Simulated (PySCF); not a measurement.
HNO3.
Z-matrix (Å and degrees, PBE0-D3(BJ)/def2-SVP geometry), rows numbered from 1:
```
O 
N   1  1.1828
O   2  1.3450  1  114.37
O   3  1.3953  2  114.46  1     0.05
H   4  0.9872  3  101.07  2     0.06
```

Method: MP2 and CCSD/aug-cc-pVDZ in PySCF, restricted Hartree–Fock reference, frozen core, non-relativistic, gas phase, PBE0-D3(BJ)/def2-SVP geometry.

E(HF) = -279.44594 Eh.

Question: How large is the problem?

Answer: 101 basis functions and 32 electrons; 4 orbitals frozen, which leaves o = 12 correlated occupied and v = 85 virtual orbitals. That is o·v = 1020 singles and o·v(o·v + 1)/2 = 520710 distinct closed-shell doubles amplitudes before symmetry; the costliest CCSD step grows as o²v⁴ = 7.5 × 10^9.

Question: What are the MP2 and CCSD correlation energies?

Answer: MP2 -0.7771 Eh and CCSD -0.7830 Eh, which gives totals of -280.22299 and -280.22897 Eh. That is 0.888 eV for each correlated electron at CCSD (2056 kJ/mol in all, 0.279 % of the total energy); MP2 gives 99.2 % of the CCSD value.

Question: What is the T1 diagnostic?

Answer: 0.0271, above the customary warning level of 0.02 for a single-reference treatment. It is the norm of the spatial-orbital singles amplitudes over the root of the number of correlated electrons, so the norm is 0.133.

Question: How does correlation change the dipole moment?

Answer: HF gives 1.00 D and CCSD (unrelaxed density) 0.90 D, a change of -0.10 D; the two vectors are 13° apart.

Connected triples and the basis-set limit are missing.

One conformer stands for the species.
